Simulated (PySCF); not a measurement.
# Cl, SMILES `[Cl]` (charge 0, multiplicity 2)

Computed with TPSSh-D3(BJ)/def2-TZVP in PySCF.

```
Item                                                   Value
-----------------------------  -----------------------------
highest occupied spin orbital                       -8.78 eV
dipole moment                                         0.00 D
total energy                                    -460.1642 Ha
cost                           around 3 core-seconds (rough)
```

```xyz
1

Cl     0.0000     0.0000     0.0000
```
Charge 0, spin multiplicity 2.
